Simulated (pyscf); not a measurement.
Structures and frequencies: ωB97X-D3(BJ)/def2-SVP in PySCF.

**Question.** Estimate the classical barrier height and the reaction energy of CH₄ + H₃C–Zn–F → H₃C–Zn–CH₃ + HF at ωB97M-D3(BJ)/def2-TZVP. The step runs on the singlet surface, breaks C–H, F–Zn and forms C–Zn, F–H; take the separated reactants as zero.

**Answer.** ΔE‡ = 147.9 kJ/mol, ΔE = +114.4 kJ/mol. Zero-point energy shifts the barrier by -8.2 kJ/mol. It is a four-centre exchange, with an imaginary mode of 995i cm⁻¹. This is the saddle that the search found; another between the same sides may lie lower. Elements up to Kr have no core potential and no relativistic terms here.
